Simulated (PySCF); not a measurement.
Choosing a molecule for a target property.

All species are isolated and taken at one optimised geometry, non-relativistic unless stated. Electronic properties by PySCF.

Dipoles, sizes and rotational constants follow the conformer. The torsions of the flexible species, by atom-mapped SMILES:
- `[CH3:1][Si:2]([OH:3])([OH:4])[SH:5]`: H–O3–Si2–C1 -160°, H–O4–Si2–C1 -75°, H–S5–Si2–C1 -63°
- `[CH3:1][CH2:2][CH2:3][NH:4][NH:5][CH3:6]`: C1–C2–C3–N4 180°, C2–C3–N4–N5 -71°, C3–N4–N5–C6 -86°
- `[CH3:1][CH:2]([CH3:3])[CH2:4][NH:5][NH2:6]`: C1–C2–C4–N5 70°, C2–C4–N5–N6 170°, H–N6–N5–C4 78°, H–N6–N5–C4 -161°
- `[CH2:1]=[CH:2][CH2:3][CH2:4][CH3:5]`: C1–C2–C3–C4 118°, C2–C3–C4–C5 180°

Problem. Wanted: smallest rotational constant above 2 GHz (GFN2-xTB) and electronic spatial extent ⟨r²⟩ about the centre of nuclear charge below 400 bohr² (CAM-B3LYP/def2-SVPD), at GFN2-xTB geometries. Which candidate meets both?
A. `C[Si](O)(O)S`
B. `CCCNNC`
C. `[O+]#Cc1ccc(Cl)cc1`
D. `C1CCCC1`
E. `[O+]#Cc1cccc(Cl)c1`
F. `C1=NC=NC=N1`
G. `CC(C)CNN`

Solution. F. Computed values:
| species | smallest rotational constant | electronic spatial extent ⟨r²⟩ about the centre of nuclear charge |
| --- | --- | --- |
| [O+]#Cc1ccc(Cl)cc1 | 0.611 GHz | 1604 bohr² |
| [O+]#Cc1cccc(Cl)c1 | 0.662 GHz | 1503 bohr² |
| CCCNNC | 1.488 GHz | 888 bohr² |
| CC(C)CNN | 1.541 GHz | 832 bohr² |
| C[Si](O)(O)S | 2.166 GHz | 695 bohr² |
| C1=NC=NC=N1 | 3.287 GHz | 382 bohr² |
| C1CCCC1 | 3.811 GHz | 409 bohr² |

Problem. Wanted: HOMO energy between -13.6 eV and -10 eV (CAM-B3LYP/def2-SVPD) and static isotropic polarisability below 80 au (CAM-B3LYP/def2-SVPD), at GFN2-xTB geometries. Which candidate meets both?
A. `c1ncncn1`
B. `C[Si](O)(O)S`
C. `CCCNNC`
D. `C1CCCC1`
E. `c1c(Cl)cccc1C#[O+]`
F. `c1cc(C#[O+])ccc1Cl`

Solution. D. Computed values:
```csv
species,HOMO energy,static isotropic polarisability
c1cc(C#[O+])ccc1Cl,-13.81 eV,98.1 au
c1c(Cl)cccc1C#[O+],-13.47 eV,93.0 au
C1CCCC1,-10.20 eV,57.2 au
c1ncncn1,-9.57 eV,49.3 au
C[Si](O)(O)S,-8.68 eV,65.9 au
CCCNNC,-7.96 eV,68.7 au
```

Problem. Wanted: lowest singlet excitation below 4 eV (TDDFT CAM-B3LYP/def2-SVPD) and lowest triplet excitation (Tamm–Dancoff) below 2.8 eV (TDA CAM-B3LYP/def2-SVPD), at GFN2-xTB geometries. Which candidate meets both?
A. `C1CCCC1`
B. `C=CCCC`
C. `[O+]#Cc1ccc(Cl)cc1`
D. `CCCNNC`
E. `C[Si](O)(O)S`
F. `C1=NC=NC=N1`
G. `[O+]#CC1=CC=CC(Cl)=C1`

Solution. G. Computed values:
| species | lowest singlet excitation | lowest triplet excitation (Tamm–Dancoff) |
| --- | --- | --- |
| [O+]#CC1=CC=CC(Cl)=C1 | 3.72 eV | 2.63 eV |
| [O+]#Cc1ccc(Cl)cc1 | 4.47 eV | 2.96 eV |
| C1=NC=NC=N1 | 4.75 eV | 4.22 eV |
| C[Si](O)(O)S | 6.04 eV | 5.67 eV |
| CCCNNC | 6.24 eV | 6.00 eV |
| C=CCCC | 7.35 eV | 4.51 eV |
| C1CCCC1 | 8.51 eV | 8.25 eV |
